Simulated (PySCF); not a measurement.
Molecule: `C(=C/C#C)/C#N`, C₅H₃N.

Molfile (atoms numbered from 1):
```
C5H3N
     RDKit          3D

  9  8  0  0  0  0  0  0  0  0999 V2000
    2.2738    0.0291    0.0987 C   0  0  0  0  0  0  0  0  0  0  0  0
    1.1410   -0.3793   -0.0539 C   0  0  0  0  0  0  0  0  0  0  0  0
   -0.1746   -0.8687   -0.2371 C   0  0  0  0  0  0  0  0  0  0  0  0
   -1.3028   -0.1554   -0.0280 C   0  0  0  0  0  0  0  0  0  0  0  0
   -1.3094    1.1981    0.4112 C   0  0  0  0  0  0  0  0  0  0  0  0
   -1.3452    2.3008    0.7698 N   0  0  0  0  0  0  0  0  0  0  0  0
    3.2731    0.4003    0.2371 H   0  0  0  0  0  0  0  0  0  0  0  0
   -0.2775   -1.9058   -0.5741 H   0  0  0  0  0  0  0  0  0  0  0  0
   -2.2784   -0.6190   -0.1968 H   0  0  0  0  0  0  0  0  0  0  0  0
  1  2  3  0
  2  3  1  0
  3  4  2  0
  4  5  1  0
  5  6  3  0
  1  7  1  0
  3  8  1  0
  4  9  1  0
M  END
```

Spin–spin couplings on one PBE0-D3(BJ)/def2-SVP geometry, PySCF 2.14, gas phase, non-relativistic, equivalent pairs averaged; isotopes ¹³C, ¹H; functional B3LYP.

How do the couplings (Hz) change with the basis set? Times are CPU seconds on shared hosts with different chips, so compare them loosely. Far from the basis limit: 6-31G-J, pcJ-0, 6-31G*, def2-TZVP, cc-pVTZ.

## Answers


```
basis set  functions  ¹J(C1,H7)  ¹J(C1,C2)  ¹J(C4,H9)  ¹J(C3,H8)  ¹J(C2,C3)  ¹J(C4,C5)  ¹J(C3,C4)  core-s
  6-31G-J         84      293.2      213.8      190.5      183.1      105.6       94.3       88.9     6.5
    pcJ-0         87      268.1      183.3      165.3      159.2       84.7       74.5       68.2     6.5
   6-31G*         90      245.3      199.8      179.0      174.3      107.0      107.4      111.3      12
    pcJ-1        192      281.8      217.2      184.9      177.7      103.8       95.0       87.5      49
def2-TZVP        204      266.5      212.7      176.1      169.4      102.7       92.6       86.4      20
  cc-pVTZ        222      264.0      305.5      166.5      159.0       99.6       85.8       88.3      23
```

The Fermi-contact term samples the wavefunction at the nucleus, which is why sets with added tight s functions (names with J) are made for couplings.
